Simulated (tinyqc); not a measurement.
Inside a calculation. Method: RKS/exchange-only LDA in the sto-3g basis, for BH2+, spin multiplicity 1. One step of it, computed by the program tinyqc.

Task: Iteration 2: building the Kohn-Sham matrix. J_ij = sum D_kl (ij|kl); F = H + J + V_xc; E = tr D H + tr D J / 2 + E_xc + E_nn.

D after iteration 1, order 1B 1s, 1B 2s, 1B 2px, 1B 2py, 1B 2pz, 2H 1s, 3H 1s:
```
[[2.013982, -0.039775, 0.000000, -0.002751, -0.021054, -0.222086, -0.207248],
 [-0.039775, 0.345465, 0.000000, 0.000875, 0.052413, 0.379628, 0.389344],
 [0.000000, 0.000000, 0.000000, 0.000000, 0.000000, 0.000000, 0.000000],
 [-0.002751, 0.000875, 0.000000, 0.269004, 0.000398, 0.389905, -0.396704],
 [-0.021054, 0.052413, 0.000000, 0.000398, 0.008065, 0.059285, 0.059921],
 [-0.222086, 0.379628, 0.000000, 0.389905, 0.059285, 0.994696, -0.132717],
 [-0.207248, 0.389344, 0.000000, -0.396704, 0.059921, -0.132717, 1.040506]]
```

core Hamiltonian H = T + V (hartree), order 1B 1s, 1B 2s, 1B 2px, 1B 2py, 1B 2pz, 2H 1s, 3H 1s:
```
[[-13.183411, -3.419578, 0.000000, -0.002357, -0.014931, -0.867594, -0.704194],
 [-3.419578, -4.247924, 0.000000, -0.014750, -0.132068, -1.877978, -1.655651],
 [0.000000, 0.000000, -3.376466, 0.000000, 0.000000, 0.000000, 0.000000],
 [-0.002357, -0.014750, 0.000000, -3.564112, -0.006088, -1.515753, 1.383234],
 [-0.014931, -0.132068, 0.000000, -0.006088, -3.418251, -0.740004, -0.675515],
 [-0.867594, -1.877978, 0.000000, -1.515753, -0.740004, -2.907464, -0.339176],
 [-0.704194, -1.655651, 0.000000, 1.383234, -0.675515, -0.339176, -2.758522]]
```

Two-electron integrals (ij|kl) in chemists' order, unique and non-zero (hartree):
```
(11|11) 2.923513    (21|11) 0.518376    (21|21) 0.109262    (22|11) 0.744229
(22|21) 0.193177    (22|22) 0.544804    (31|31) 0.020264    (32|31) 0.029996
(32|32) 0.120346    (33|11) 0.742491    (33|21) 0.193240    (33|22) 0.544682
(33|33) 0.586773    (41|41) 0.020264    (42|41) 0.029996    (42|42) 0.120346
(43|43) 0.031630    (44|11) 0.742491    (44|21) 0.193240    (44|22) 0.544682
(44|33) 0.523513    (44|44) 0.586773    (51|51) 0.020264    (52|51) 0.029996
(52|52) 0.120346    (53|53) 0.031630    (54|54) 0.031630    (55|11) 0.742491
(55|21) 0.193240    (55|22) 0.544682    (55|33) 0.523513    (55|44) 0.523513
(55|55) 0.586773    (61|11) 0.129835    (61|21) 0.027259    (61|22) 0.048301
(61|33) 0.048062    (61|41) 0.001814    (61|42) 0.003313    (61|44) 0.048671
(61|51) 0.000856    (61|52) 0.001564    (61|54) 0.000287    (61|55) 0.048198
(61|61) 0.007022    (62|11) 0.288707    (62|21) 0.075965    (62|22) 0.232775
(62|33) 0.226367    (62|41) 0.007583    (62|42) 0.044488    (62|44) 0.241917
(62|51) 0.003579    (62|52) 0.020997    (62|54) 0.007339    (62|55) 0.229831
(62|61) 0.020203    (62|62) 0.132520    (63|31) 0.007935    (63|32) 0.036186
(63|43) 0.008515    (63|53) 0.004019    (63|63) 0.015408    (64|11) 0.236284
(64|21) 0.063038    (64|22) 0.203877    (64|33) 0.192989    (64|41) 0.013426
(64|42) 0.072093    (64|44) 0.222631    (64|51) 0.002591    (64|52) 0.016947
(64|54) 0.009971    (64|55) 0.195799    (64|61) 0.017664    (64|62) 0.136253
(64|64) 0.152647    (65|11) 0.111517    (65|21) 0.029752    (65|22) 0.096222
(65|33) 0.091084    (65|41) 0.002591    (65|42) 0.016947    (65|44) 0.097037
(65|51) 0.009158    (65|52) 0.044184    (65|54) 0.011324    (65|55) 0.100447
(65|61) 0.008337    (65|62) 0.064307    (65|64) 0.064772    (65|65) 0.045977
(66|11) 0.439876    (66|21) 0.117943    (66|22) 0.406657    (66|33) 0.382237
(66|41) 0.015066    (66|42) 0.114717    (66|44) 0.441815    (66|51) 0.007111
(66|52) 0.054142    (66|54) 0.028119    (66|55) 0.395508    (66|61) 0.032098
(66|62) 0.288536    (66|64) 0.323696    (66|65) 0.152772    (66|66) 0.774606
(71|11) 0.105098    (71|21) 0.022081    (71|22) 0.039185    (71|33) 0.038995
(71|41) -0.001447   (71|42) -0.002668   (71|44) 0.039482    (71|51) 0.000683
(71|52) 0.001259    (71|54) -0.000230   (71|55) 0.039103    (71|61) 0.005405
(71|62) 0.014878    (71|64) 0.011726    (71|65) 0.006146    (71|66) 0.022874
(71|71) 0.004604    (72|11) 0.251707    (72|21) 0.066341    (72|22) 0.205584
(72|33) 0.199723    (72|41) -0.006611   (72|42) -0.040111   (72|44) 0.213948
(72|51) 0.003119    (72|52) 0.018925    (72|54) -0.006711   (72|55) 0.202890
(72|61) 0.016011    (72|62) 0.077837    (72|64) 0.058830    (72|65) 0.036944
(72|66) 0.130259    (72|71) 0.014316    (72|72) 0.106573    (73|31) 0.006669
(73|32) 0.031085    (73|43) -0.007508   (73|53) 0.003542    (73|63) 0.007986
(73|73) 0.011810    (74|11) -0.212479   (74|21) -0.056749   (74|22) -0.185596
(74|33) -0.175725   (74|41) 0.011559    (74|42) 0.064206    (74|44) -0.202519
(74|51) -0.002307   (74|52) -0.015627   (74|54) 0.009099    (74|55) -0.178347
(74|61) -0.013054   (74|62) -0.061455   (74|64) -0.039968   (74|65) -0.028591
(74|66) -0.097466   (74|71) -0.012849   (74|72) -0.112687   (74|74) 0.128540
(75|11) 0.100250    (75|21) 0.026775    (75|22) 0.087567    (75|33) 0.082909
(75|41) -0.002307   (75|42) -0.015627   (75|44) 0.088467    (75|51) 0.007757
(75|52) 0.038458    (75|54) -0.010130   (75|55) 0.091231    (75|61) 0.006798
(75|62) 0.037737    (75|64) 0.028059    (75|65) 0.025498    (75|66) 0.066159
(75|71) 0.006062    (75|72) 0.053167    (75|74) -0.055075   (75|75) 0.037795
(76|11) 0.048390    (76|21) 0.012711    (76|22) 0.039125    (76|33) 0.038118
(76|41) -0.000030   (76|42) -0.000294   (76|44) 0.039596    (76|51) 0.001040
(76|52) 0.006133    (76|54) -0.000067   (76|55) 0.039629    (76|61) 0.003239
(76|62) 0.018617    (76|64) 0.016611    (76|65) 0.009902    (76|66) 0.036113
(76|71) 0.002635    (76|72) 0.016929    (76|74) -0.015775   (76|75) 0.009197
(76|76) 0.003329    (77|11) 0.410334    (77|21) 0.110169    (77|22) 0.386053
(77|33) 0.363073    (77|41) -0.013400   (77|42) -0.107630   (77|44) 0.419102
(77|51) 0.006322    (77|52) 0.050781    (77|54) -0.026435   (77|55) 0.375545
(77|61) 0.026381    (77|62) 0.140742    (77|64) 0.101010    (77|65) 0.069834
(77|66) 0.237667    (77|71) 0.024240    (77|72) 0.255143    (77|74) -0.293311
(77|75) 0.138388    (77|76) 0.036113    (77|77) 0.774606
```

nuclear repulsion = 4.54963505 hartree

V_xc (hartree), order 1B 1s, 1B 2s, 1B 2px, 1B 2py, 1B 2pz, 2H 1s, 3H 1s:
```
[[-1.653538, -0.251917, 0.000000, -0.000639, -0.003428, -0.064113, -0.051660],
 [-0.251917, -0.333109, 0.000000, -0.004042, -0.045020, -0.176885, -0.157431],
 [0.000000, 0.000000, -0.297936, 0.000000, 0.000000, 0.000000, 0.000000],
 [-0.000639, -0.004042, 0.000000, -0.390438, -0.000738, -0.178226, 0.162602],
 [-0.003428, -0.045020, 0.000000, -0.000738, -0.309482, -0.088250, -0.080733],
 [-0.064113, -0.176885, 0.000000, -0.178226, -0.088250, -0.420583, -0.028615],
 [-0.051660, -0.157431, 0.000000, 0.162602, -0.080733, -0.028615, -0.417555]]
```

E_xc = sum of w rho eps_xc = -3.65827194 hartree

Give: Coulomb J; Kohn-Sham matrix F; total energy of this density.

Result:

Coulomb J (hartree), order 1B 1s, 1B 2s, 1B 2px, 1B 2py, 1B 2pz, 2H 1s, 3H 1s:
```
[[7.8532, 1.5732, 0.0000, 0.0027, 0.0260, 0.3965, 0.3207],
 [1.5732, 3.2457, 0.0000, 0.0098, 0.1813, 1.4666, 1.2993],
 [0.0000, 0.0000, 3.1616, 0.0000, 0.0000, 0.0000, 0.0000],
 [0.0027, 0.0098, 0.0000, 3.3640, 0.0015, 1.3255, -1.2093],
 [0.0260, 0.1813, 0.0000, 0.0015, 3.1993, 0.6617, 0.6033],
 [0.3965, 1.4666, 0.0000, 1.3255, 0.6617, 2.8053, 0.2467],
 [0.3207, 1.2993, 0.0000, -1.2093, 0.6033, 0.2467, 2.7246]]
```

Kohn-Sham matrix F (hartree), order 1B 1s, 1B 2s, 1B 2px, 1B 2py, 1B 2pz, 2H 1s, 3H 1s:
```
[[-6.9838, -2.0983, 0.0000, -0.0003, 0.0077, -0.5352, -0.4352],
 [-2.0983, -1.3353, 0.0000, -0.0090, 0.0043, -0.5883, -0.5138],
 [0.0000, 0.0000, -0.5128, 0.0000, 0.0000, 0.0000, 0.0000],
 [-0.0003, -0.0090, 0.0000, -0.5906, -0.0053, -0.3685, 0.3365],
 [0.0077, 0.0043, 0.0000, -0.0053, -0.5285, -0.1666, -0.1530],
 [-0.5352, -0.5883, 0.0000, -0.3685, -0.1666, -0.5227, -0.1211],
 [-0.4352, -0.5138, 0.0000, 0.3365, -0.1530, -0.1211, -0.4515]]
```

total energy of this density = -24.372619 hartree
